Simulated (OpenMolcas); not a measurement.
# C6H12 (cis-3-hexene): a scaling law for OPBE

C6H12 has 18 atoms, charge 0, and is taken as a singlet. As SMILES, `CC/C=C/CC`. Geometry: relaxed at GFN2-xTB. This is one conformer, not always the lowest.

OPBE (spherical functions), energy, OpenMolcas 26.06, on 1 thread of Intel Xeon Platinum 8488C (Sapphire Rapids), shared host. N is the number of basis functions, t the processor time.

| basis | N | t (s) | ln N | ln t |
| --- | --- | --- | --- | --- |
| STO-3G | 42 | 5.6 | 3.738 | 1.723 |
| 3-21G | 78 | 10 | 4.357 | 2.303 |
| 6-31G(d) | 108 | 19 | 4.682 | 2.944 |
| 6-31G(d,p) | 144 | ? | 4.970 | ? |

**Question.** Fit t = C·Nᵖ to the known rows and estimate the time in 6-31G(d,p).

**Answer.** 
1. Means of the 3 rows: ln N = 4.25900, ln t = 2.3233.
2. Σ(Δln N)² = 0.45997, Σ(Δln N·Δln t) = 0.57332, so the slope is 0.57332/0.45997 = 1.2464.
3. Intercept: 2.3233 − (1.2464) × 4.25900 = -2.9851. The largest residual of the fit is 0.142.
4. ln t = -2.9851 + 1.2464 × 4.970, so t ≈ 25 s.

The run took 45 s, so the estimate is too short by a factor of about 1.8. The fitted power is 1.2, with the electron count fixed. So low a power shows that fixed costs still weigh. Fixed start-up costs flatten the line at the short runs, so it runs low for the long one.
